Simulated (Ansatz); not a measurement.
# Propene (C3H6): small, medium and large basis sets

How large a basis does propene (C3H6) need? Two functionals are run in growing sets.

The runs use Ansatz 0.2.0, Gaussian basis; one geometry, several basis sets.

The runs, in order: PBE0-D4/def2-SVP; ωB97M-V/def2-SVP; PBE0-D4/def2-QZVPP; ωB97M-V/def2-QZVPP; the functionals' def2-TZVPP values are taken from earlier runs.

## (1) The relaxed structure

The geometry comes from an earlier relaxation with PBE0-D4 in a triple-zeta def2 set; it is a stationary point, not always the lowest conformer.

SMILES `C=CC`, 9 atoms, charge 0, spin multiplicity 1.

Atoms are counted from 1 here; the program's logs count them from 0.

Bond lengths: C1–C2 1.325 Å, C1–H4 1.086 Å, C1–H5 1.084 Å, C2–C3 1.490 Å, C2–H6 1.089 Å, C3–H7 1.095 Å, C3–H8 1.095 Å, C3–H9 1.092 Å. Angles: C2–C1–H4 121.4°, C2–C1–H5 121.6°, H4–C1–H5 117.0°, C1–C2–C3 125.1°, C1–C2–H6 118.7°, C3–C2–H6 116.2°, C2–C3–H7 111.0°, C2–C3–H8 111.0°, C2–C3–H9 111.5°, H7–C3–H8 106.6°, H7–C3–H9 108.3°, H8–C3–H9 108.3°.

As a file:

```xyz
9
C3H6
C    -1.1294    0.5541   -0.5802
C     0.1576    0.2663   -0.4474
C     0.7449   -0.5436    0.6564
H    -1.8648    0.2027    0.1374
H    -1.4955    1.1498   -1.4082
H     0.8570    0.6415   -1.1923
H     1.2616   -1.4253    0.2643
H     1.4904    0.0334    1.2128
H    -0.0219   -0.8791    1.3573
```

## (2) PBE0-D4 in def2-SVP

in.yaml

```yaml
crystal:
  periodic: [false, false, false]
  atoms:
    - {symbol: C, position_ang: [-1.129371, 0.554148, -0.580230]}
    - {symbol: C, position_ang: [0.157576, 0.266310, -0.447366]}
    - {symbol: C, position_ang: [0.744870, -0.543551, 0.656402]}
    - {symbol: H, position_ang: [-1.864793, 0.202700, 0.137358]}
    - {symbol: H, position_ang: [-1.495508, 1.149819, -1.408246]}
    - {symbol: H, position_ang: [0.857045, 0.641533, -1.192333]}
    - {symbol: H, position_ang: [1.261630, -1.425291, 0.264329]}
    - {symbol: H, position_ang: [1.490403, 0.033403, 1.212752]}
    - {symbol: H, position_ang: [-0.021852, -0.879072, 1.357334]}
basis:
  gaussian: {orbitals: def2-SVP}
hamiltonian: {xc: pbe0, dispersion: d4}
output: {orbitals: {seedname: orbitals}}
```

After this run come: ωB97M-V in def2-SVP; PBE0-D4 in def2-QZVPP; ωB97M-V in def2-QZVPP.

Before running them: what should the planned runs give, taken together? Wanted: PBE0-D4: double and triple zeta above quadruple; ωB97M-V: double and triple zeta above quadruple.

As calculated:

| quantity | value |
| --- | --- |
| PBE0-D4: double and triple zeta above quadruple | 3.71, 0.19 eV |
| ωB97M-V: double and triple zeta above quadruple | 3.95, 0.18 eV |

In words: For PBE0-D4 the step from double to triple zeta gains 3.53 eV and the next only 0.19 eV. These are total energies; as a rule much of such shifts cancels in differences, which this series doesn't test. The LUMO of ωB97M-V is positive and keeps falling with the basis (2.95 to 2.12 eV): an unbound level that the basis holds in place.
